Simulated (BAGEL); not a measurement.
# doublet C4H6S+: levels of theory compared

Aim: a comparison of 3 runs (UHF/STO-3G, ROHF/6-31G*, UHF/6-31G*) of doublet C4H6S+. 

The calculation is run with BAGEL 1.2.2.

2 further runs of the same task are left out: 2 set aside as unsound or not needed. Runs told in other sessions of the task aren't counted.

### 1 The molecule

C4H6S+ has 11 atoms, charge +1, and is taken as a doublet. As SMILES of the parent species, `C1=CCSC1`. The coordinates come from a PBE0-D4/def2-TZVP relaxation. This is one conformer, not always the lowest. That shape belongs to the parent species and isn't relaxed for this state.

Bond lengths: C1–C2 1.324 Å, C2–C3 1.492 Å, C3–S4 1.820 Å, C1–C5 1.492 Å, S4–C5 1.820 Å, C1–H6 1.085 Å, C2–H7 1.085 Å, C3–H8 1.094 Å, C3–H9 1.094 Å, C5–H10 1.094 Å, C5–H11 1.094 Å. Some angles: C1–C2–C3 117.0°, C2–C1–C5 117.0°, C2–C3–S4 105.6°, C3–S4–C5 94.7°, C1–C5–S4 105.6°, C1–C2–H7 123.1°, C3–C2–H7 119.9°, C2–C1–H6 123.1°, C5–C1–H6 119.9°, C2–C3–H8 111.7°.

### 2 A single-point energy at UHF/STO-3G (density fitting with cc-pvqz-jkfit) (run 1)

The input, job.json:

```json
{ "bagel": [

{
  "title": "molecule",
  "basis": "sto-3g",
  "df_basis": "cc-pvqz-jkfit",
  "angstrom": "true",
  "geometry": [
    { "atom": "C", "xyz": [    0.296770,    1.008890,   -0.199060 ] },
    { "atom": "C", "xyz": [    0.410020,    0.329960,    0.931960 ] },
    { "atom": "C", "xyz": [   -0.090630,   -1.075180,    0.931040 ] },
    { "atom": "S", "xyz": [   -0.722310,   -1.370020,   -0.750060 ] },
    { "atom": "C", "xyz": [   -0.319610,    0.297940,   -1.356520 ] },
    { "atom": "H", "xyz": [    0.627710,    2.036170,   -0.309910 ] },
    { "atom": "H", "xyz": [    0.842390,    0.748930,    1.834540 ] },
    { "atom": "H", "xyz": [    0.705260,   -1.789120,    1.163490 ] },
    { "atom": "H", "xyz": [   -0.890310,   -1.220880,    1.663500 ] },
    { "atom": "H", "xyz": [    0.368070,    0.232880,   -2.205080 ] },
    { "atom": "H", "xyz": [   -1.227380,    0.800440,   -1.703890 ] }
  ]
},
{ "title": "uhf", "charge": 1, "nopen": 1 },
{ "title": "print", "file": "orbitals.molden", "orbitals": "true" }

]}
```

Started as:

```console
$ BAGEL_NUM_THREADS=1 BAGEL job.json > job.out
```

The program printed:

```text
* using 1 threads per process

  ===============================================================
  ===============================================================

  *** Geometry ***

  { "atom" : "C", "xyz" : [      0.560814,      1.906526,     -0.376169 ] },
  { "atom" : "C", "xyz" : [      0.774826,      0.623534,      1.761149 ] },
  { "atom" : "C", "xyz" : [     -0.171266,     -2.031796,      1.759411 ] },
  { "atom" : "S", "xyz" : [     -1.364968,     -2.588963,     -1.417408 ] },
  { "atom" : "C", "xyz" : [     -0.603975,      0.563025,     -2.563451 ] },
  { "atom" : "H", "xyz" : [      1.186200,      3.847804,     -0.585645 ] },
  { "atom" : "H", "xyz" : [      1.591886,      1.415273,      3.466778 ] },
  { "atom" : "H", "xyz" : [      1.332748,     -3.380947,      2.198677 ] },
  { "atom" : "H", "xyz" : [     -1.682442,     -2.307129,      3.143559 ] },
  { "atom" : "H", "xyz" : [      0.695551,      0.440079,     -4.166997 ] },
  { "atom" : "H", "xyz" : [     -2.319412,      1.512612,     -3.219885 ] },

  Number of auxiliary basis functions:      878

  Since a DF basis is specified, we compute 2- and 3-index integrals:
    o Being stored without compression. Storage requirement is 0.009 GB

  Number of basis functions:       35
  Number of electrons      :       46

    * METHOD: MOLECULE                             0.93

  *** Open-shell HF ***

  === Nuclear Repulsion ===
   217.1329679672

      * DIIS with orbital gradients will be used.

  === UHF iteration (sto-3g) ===
      0       -545.98785580          0.02248167           0.16
      1       -546.05770867          0.00915420           0.16
      2       -546.07373893          0.00368117           0.16
      3       -546.07979158          0.00247651           0.16
      4       -546.08432339          0.00069373           0.16
      5       -546.08448320          0.00041922           0.16
      6       -546.08458500          0.00003867           0.17
      7       -546.08459257          0.00001118           0.17
      8       -546.08459641          0.00000254           0.16
      9       -546.08459761          0.00000117           0.16
     10       -546.08459805          0.00000038           0.16
     11       -546.08459811          0.00000019           0.16
     12       -546.08459813          0.00000011           0.16
     13       -546.08459815          0.00000003           0.16
     14       -546.08459815          0.00000001           0.16
    * SCF iteration converged.

    * S^2 (UHF) is 0.7604

    * Permanent dipole moment:
           (    0.244026,     0.462125,     0.252963) a.u.

    * METHOD: UHF                                  2.59

    * METHOD: PRINT                                0.00

  ===============================================================
```

Wall time 3.9 s (1 thread of Arm Neoverse V1, shared host); peak memory 0.095 GiB.

### 3 The energy at ROHF/6-31G(d) (density fitting with cc-pvqz-jkfit, spherical functions) (run 2)

The input, job.json:

```json
{ "bagel" : [

{
  "title" : "molecule",
  "basis" : "6-31gs.json",
  "df_basis" : "cc-pvqz-jkfit",
  "angstrom" : true,
  "geometry" : [
    { "atom" : "C", "xyz" : [       0.296770,       1.008890,      -0.199060 ] },
    { "atom" : "C", "xyz" : [       0.410020,       0.329960,       0.931960 ] },
    { "atom" : "C", "xyz" : [      -0.090630,      -1.075180,       0.931040 ] },
    { "atom" : "S", "xyz" : [      -0.722310,      -1.370020,      -0.750060 ] },
    { "atom" : "C", "xyz" : [      -0.319610,       0.297940,      -1.356520 ] },
    { "atom" : "H", "xyz" : [       0.627710,       2.036170,      -0.309910 ] },
    { "atom" : "H", "xyz" : [       0.842390,       0.748930,       1.834540 ] },
    { "atom" : "H", "xyz" : [       0.705260,      -1.789120,       1.163490 ] },
    { "atom" : "H", "xyz" : [      -0.890310,      -1.220880,       1.663500 ] },
    { "atom" : "H", "xyz" : [       0.368070,       0.232880,      -2.205080 ] },
    { "atom" : "H", "xyz" : [      -1.227380,       0.800440,      -1.703890 ] }
  ]
},

{ "title" : "rohf", "charge" : 1, "nopen" : 1 },

{ "title" : "print", "file" : "orbitals.molden", "orbitals" : true }

]}
```

The basis set 6-31G* is read from a file made from the Basis Set Exchange's data (not shown).

Started as:

```console
$ BAGEL_NUM_THREADS=1 BAGEL job.json > job.out
```

The program printed:

```text
* using 1 threads per process

  ===============================================================
  ===============================================================

  *** Geometry ***

  { "atom" : "C", "xyz" : [      0.560814,      1.906526,     -0.376169 ] },
  { "atom" : "C", "xyz" : [      0.774826,      0.623534,      1.761149 ] },
  { "atom" : "C", "xyz" : [     -0.171266,     -2.031796,      1.759411 ] },
  { "atom" : "S", "xyz" : [     -1.364968,     -2.588963,     -1.417408 ] },
  { "atom" : "C", "xyz" : [     -0.603975,      0.563025,     -2.563451 ] },
  { "atom" : "H", "xyz" : [      1.186200,      3.847804,     -0.585645 ] },
  { "atom" : "H", "xyz" : [      1.591886,      1.415273,      3.466778 ] },
  { "atom" : "H", "xyz" : [      1.332748,     -3.380947,      2.198677 ] },
  { "atom" : "H", "xyz" : [     -1.682442,     -2.307129,      3.143559 ] },
  { "atom" : "H", "xyz" : [      0.695551,      0.440079,     -4.166997 ] },
  { "atom" : "H", "xyz" : [     -2.319412,      1.512612,     -3.219885 ] },

  Number of auxiliary basis functions:      878

  Since a DF basis is specified, we compute 2- and 3-index integrals:
    o Being stored without compression. Storage requirement is 0.052 GB

  Number of basis functions:       86
  Number of electrons      :       46

    * METHOD: MOLECULE                             1.07

  *** Open-shell HF ***

  === Nuclear Repulsion ===
   217.1329679672

      * DIIS with orbital gradients will be used.

  === ROHF iteration (6-31gs.json) ===
      0       -552.04173565          0.02515403           0.42
      1       -552.14446304          0.00895181           0.42
      2       -552.16162960          0.00490966           0.44
      3       -552.16727676          0.00152416           0.44
      4       -552.17013950          0.00074482           0.44
      5       -552.17115094          0.00038838           0.44
      6       -552.17145389          0.00009363           0.43
      7       -552.17153796          0.00001867           0.43
      8       -552.17153676          0.00000667           0.43
      9       -552.17153652          0.00000220           0.44
     10       -552.17153692          0.00000057           0.43
     11       -552.17153692          0.00000015           0.42
     12       -552.17153696          0.00000007           0.44
     13       -552.17153696          0.00000004           0.43
     14       -552.17153696          0.00000003           0.43
     15       -552.17153696          0.00000002           0.43
     16       -552.17153696          0.00000001           0.44
    * SCF iteration converged.

    * S^2 (ROHF) is 0.7500

    * Permanent dipole moment:
           (    0.133512,     0.252549,     0.138225) a.u.

    * METHOD: ROHF                                 7.75

    * METHOD: PRINT                                0.02

  ===============================================================
```

Run time: 9 s. Hardware: 1 thread of Arm Neoverse V1, shared host; peak memory 0.19 GiB.

### 4 A single-point energy at UHF/6-31G(d) (density fitting with cc-pvqz-jkfit, spherical functions) (run 3)

The input, input.json:

```json
{ "bagel": [

{
  "title": "molecule",
  "basis": "6-31gs.json",
  "df_basis": "cc-pvqz-jkfit",
  "angstrom": true,
  "geometry": [
    { "atom": "C", "xyz": [       0.296770,       1.008890,      -0.199060 ] },
    { "atom": "C", "xyz": [       0.410020,       0.329960,       0.931960 ] },
    { "atom": "C", "xyz": [      -0.090630,      -1.075180,       0.931040 ] },
    { "atom": "S", "xyz": [      -0.722310,      -1.370020,      -0.750060 ] },
    { "atom": "C", "xyz": [      -0.319610,       0.297940,      -1.356520 ] },
    { "atom": "H", "xyz": [       0.627710,       2.036170,      -0.309910 ] },
    { "atom": "H", "xyz": [       0.842390,       0.748930,       1.834540 ] },
    { "atom": "H", "xyz": [       0.705260,      -1.789120,       1.163490 ] },
    { "atom": "H", "xyz": [      -0.890310,      -1.220880,       1.663500 ] },
    { "atom": "H", "xyz": [       0.368070,       0.232880,      -2.205080 ] },
    { "atom": "H", "xyz": [      -1.227380,       0.800440,      -1.703890 ] }
  ]
},

{
  "title": "uhf",
  "charge": 1,
  "nopen": 1
},

{
  "title": "print",
  "file": "orbitals.molden",
  "orbitals": true
}

]}
```

The basis set 6-31G* is read from a file made from the Basis Set Exchange's data (not shown).

Started as:

```console
$ BAGEL_NUM_THREADS=1 BAGEL input.json > input.out
```

The program printed:

```text
* using 1 threads per process

  ===============================================================
  ===============================================================

  *** Geometry ***

  { "atom" : "C", "xyz" : [      0.560814,      1.906526,     -0.376169 ] },
  { "atom" : "C", "xyz" : [      0.774826,      0.623534,      1.761149 ] },
  { "atom" : "C", "xyz" : [     -0.171266,     -2.031796,      1.759411 ] },
  { "atom" : "S", "xyz" : [     -1.364968,     -2.588963,     -1.417408 ] },
  { "atom" : "C", "xyz" : [     -0.603975,      0.563025,     -2.563451 ] },
  { "atom" : "H", "xyz" : [      1.186200,      3.847804,     -0.585645 ] },
  { "atom" : "H", "xyz" : [      1.591886,      1.415273,      3.466778 ] },
  { "atom" : "H", "xyz" : [      1.332748,     -3.380947,      2.198677 ] },
  { "atom" : "H", "xyz" : [     -1.682442,     -2.307129,      3.143559 ] },
  { "atom" : "H", "xyz" : [      0.695551,      0.440079,     -4.166997 ] },
  { "atom" : "H", "xyz" : [     -2.319412,      1.512612,     -3.219885 ] },

  Number of auxiliary basis functions:      878

  Since a DF basis is specified, we compute 2- and 3-index integrals:
    o Being stored without compression. Storage requirement is 0.052 GB

  Number of basis functions:       86
  Number of electrons      :       46

    * METHOD: MOLECULE                             1.07

  *** Open-shell HF ***

  === Nuclear Repulsion ===
   217.1329679672

      * DIIS with orbital gradients will be used.

  === UHF iteration (6-31gs.json) ===
      0       -552.04173565          0.02515403           0.42
      1       -552.14882473          0.00890931           0.43
      2       -552.16680095          0.00480854           0.43
      3       -552.17226480          0.00150099           0.44
      4       -552.17538968          0.00072584           0.43
      5       -552.17634979          0.00039089           0.42
      6       -552.17668961          0.00008828           0.43
      7       -552.17669501          0.00001706           0.42
      8       -552.17669684          0.00000613           0.43
      9       -552.17669741          0.00000198           0.44
     10       -552.17669758          0.00000098           0.44
     11       -552.17669767          0.00000056           0.45
     12       -552.17669769          0.00000028           0.45
     13       -552.17669770          0.00000012           0.46
     14       -552.17669770          0.00000005           0.44
     15       -552.17669770          0.00000002           0.42
     16       -552.17669770          0.00000001           0.43
     17       -552.17669770          0.00000001           0.43
    * SCF iteration converged.

    * S^2 (UHF) is 0.7638

    * Permanent dipole moment:
           (    0.135861,     0.257004,     0.140665) a.u.

    * METHOD: UHF                                  8.21

    * METHOD: PRINT                                0.02

  ===============================================================
```

Wall time 9.6 s (1 thread of Arm Neoverse V1, shared host); peak memory 0.19 GiB.

### 5 The series

| run | level | energy (Eh) | ⟨S²⟩ | wall time |
| --- | --- | --- | --- | --- |
| 1 | UHF/STO-3G (density fitting with cc-pvqz-jkfit) | -546.084598 | 0.760 | 3.9 s |
| 2 | ROHF/6-31G* (density fitting with cc-pvqz-jkfit, spherical functions) | -552.171537 | 0.750 | 9 s |
| 3 | UHF/6-31G* (density fitting with cc-pvqz-jkfit, spherical functions) | -552.176698 | 0.764 | 9.6 s |

### 6 Summary of results

| quantity | value |
| --- | --- |
| run 3: total energy | -552.17670 Eh |
| run 3: ⟨S²⟩ | 0.764 |

In run 1 the basis is minimal, so the values are rough. All runs together took 23 s, the longest 9.6 s.
